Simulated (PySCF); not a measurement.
# Electron affinity of Li by level of theory

Li⁻ [He] 2s2 (1S) → Li [He] 2s1 (2S), as a difference of total energies. All numbers are calculated (PySCF 2.14, no relativity, point nucleus, in aug-cc-pVTZ with one added diffuse shell each of s, p, d, f type (6s5p4d3f, 62 functions)). Correlated levels: valence: 1s2 frozen. The calculations carry no spin-orbit coupling.

| method | electron affinity (eV) |
| --- | --- |
| UHF | -0.124 |
| MP2 (valence) | 0.352 |
| SCS-MP2 (valence) | 0.447 |
| CCSD (valence) | 0.614 |

Errors of the correlated levels include the incompleteness of this basis and the frozen core.

A negative affinity means that the anion lies above the atom at that level of theory.

With two correlated electrons CCSD is exact in that space.

The coupled-cluster amplitudes are large for Li⁻ (T1 above 0.03 or a double amplitude above 0.15), so a single reference is strained.

For comparison: 0.618 eV (measured; photodetachment measurements, as compiled on the Wikipedia data page of electron affinities).
